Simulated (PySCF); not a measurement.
NMR data simulated for an unnamed compound:

¹H NMR (400 MHz, computed): δ 9.90 (s, 1H), 2.19 (t, J = 7.6 Hz, 2H), 1.46 (qt, J = 8.5, 7.6 Hz, 2H), 0.95 (t, J = 8.5 Hz, 3H).

¹³C{¹H} NMR (computed): δ 203.9 (CH), 51.0 (CH2), 17.0 (CH2), 15.0 (CH3).

- structure optimised with PBE0-D3(BJ)/def2-SVP
- spin–spin couplings from B3LYP/pcJ-1 (without the spin–dipole term)
- shielding tensors at PBE0/pcSseg-1 (GIAO)
- code: PySCF 2.14
- non-relativistic, averaged over atoms made equivalent by symmetry, fast rotation or ring inversion, no solvent, single conformer

Scale: TMS for ¹H and ¹³C (reference shieldings calculated alike).

**Question.** Which of these does the molecule contain: a CF3 group, an OH group, an aldehyde, an NH or NH2 group, a CH3CH2 unit?

**Answer.** 
- A CF3 group: no.
- An OH group: no.
- An aldehyde: yes (δC 203.9; δH 9.90 (s)).
- An NH or NH2 group: no.
- A CH3CH2 unit: yes (δC 15.0, 17.0; δH 0.95 (t), 1.46 (qt)).

The data belong to Butanal, C₄H₈O; they needn't prove each group on their own.

Carbon signals by region: 1 in the far downfield region (above 160 ppm), 1 at 50–100 ppm, 2 below 50 ppm. Above 160 ppm: 203.9, aldehyde carbonyl carbon.

Splittings below 1 Hz are ignored in the labels, and close J values are merged. Unscaled 3J(H,H) at this level run about 10 % above measured values. Shifts are as computed. Against solution values, carbons near 30 ppm lie about +2 ppm off and those near 130 ppm about +5 ppm. Of 1211 compounds with measured shifts, 218 miss one by over three times the rms of a fit or turn the order of signals round; such compounds aren't used in these exercises. Couplings across =CH–CH2 type bonds come from one rotamer and its mirror image, and can be 1–2 Hz further off. Chain 3J(H,H) values assume equally populated staggered rotamers: (2 J gauche + J anti)/3.
